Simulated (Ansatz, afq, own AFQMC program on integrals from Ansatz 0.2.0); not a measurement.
AFQMC on a folder of integrals that Ansatz 0.2.0 wrote.

```yaml
crystal:
  periodic: [false, false, false]
  atoms:
    - {symbol: S, position_ang: [0.000000, 0.000000, 0.000000]}
basis:
  gaussian: {orbitals: 6-31G}
magnetization: {spin_polarized: true, initial_magnetization: 4}
correlation: {method: ccsd_t, electrons: outside_noble_gas, hamiltonian_folder: ham}
```

```sh
$ ansatz run in.yaml --threads 1 --pin off --events-out ev --progress --plain --max-ram 1382MiB
```

Options of the walk:

```
--method phaseless --trial cisd --walkers 200 --populations 1 --least-time 40 --time-step 0.005 --steps-per-block 50 --equilibration-blocks 28 --max-blocks 300 --target-error 0.00029 --factor-cut 1e-05 --start spin_pure --seed 709 --release-times 0.24,0.5,1,1.5 --release-step 0.02 --release-every 4 --taylor-order 6
```

Times are imaginary, in 1/Eh. The walk had a cap of 339 s.

Log:

```
orbitals 8  electrons 5 1  factors 29 of 61
reference energy -397.05336035 Eh
CCSD correlation -0.03274225 Eh in 8 cycles, weight of the determinant in the CISD state 0.9557
energy of the start -397.086103 Eh
 block  time / (1/Eh)  mean weight  energy / Eh
     1     0.250  0.9997  -397.086114
     2     0.500  1.0000  -397.086168
     3     0.750  1.0001  -397.086197
     4     1.000  0.9999  -397.086210
     5     1.250  1.0004  -397.086231
     8     2.000  1.0000  -397.086214
    13     3.250  1.0003  -397.086412
    25     6.250  1.0000  -397.086285
    37     9.250  0.9999  -397.086430
    49    12.250  0.9999  -397.086378
    61    15.250  1.0002  -397.086361
    73    18.250  0.9975  -397.086363
    85    21.250  1.0001  -397.086394
    97    24.250  1.0001  -397.086396
   109    27.250  1.0000  -397.086506
   121    30.250  1.0003  -397.086468
   133    33.250  0.9998  -397.086450
   145    36.250  0.9999  -397.086417
   157    39.250  1.0004  -397.086395
   165    41.250  0.9999  -397.086238
   169    42.250  1.0001  -397.086461
   181    45.250  0.9998  -397.086706
   185    46.250  0.9994  -397.086412
blocks merged  error / Eh  count
     1  0.000007  160
     2  0.000009  80
     4  0.000011  40
     8  0.000012  20
    16  0.000013  10
released: time / (1/Eh)  energy / Eh  error  mean overlap
  0.24  -397.086410  0.000014  1.0004
  0.50  -397.086417  0.000016  0.9976
  1.00  -397.086424  0.000011  0.9934
  1.50  -397.086428  0.000014  0.9867
energy -397.086397 +/- 0.000012 Eh
(rows thinned)
```

The run passed its tests (sampling time, drift between the halves within three errors, error under three times the target), which doesn't prove that it has relaxed.

Against this walk (error 0.3 meV) on the same determinant: CCSD(T) 1.7 meV higher, CCSDT(Q) 0.7 meV lower, CCSDTQ 0.6 meV lower (within the noise), full CI (a separate run on its own orbitals, whose frozen core shifts it by up to a few meV) 0.6 meV lower (within the noise). The error is statistical and leaves out the bias of the constraint. Released to 1.50 1/Eh the energy moves by -0.8 ± 0.5 meV (both errors), within twice the noise.

Cautions: constraint bias not in the error; another spin lies lower (by 11.11 eV); in this basis the state lies above a state of the ion, a sign that the basis lacks the diffuse functions it needs, so its energy is an artefact of the basis; full CI with its own frozen core.

The walk took 33 s on 1 thread of Arm Neoverse V1, on a shared host. The log's last line is the phaseless energy.

CCSDT and higher add their correlation energy to the determinant of the CCSD(T) run, since their own runs factorise the integrals more tightly (a shift of under 2 meV). A walk keeps the symmetry of its determinant, which the program's search chose and which needn't be the lowest solution, so a lower state of the same spin and another symmetry isn't excluded.
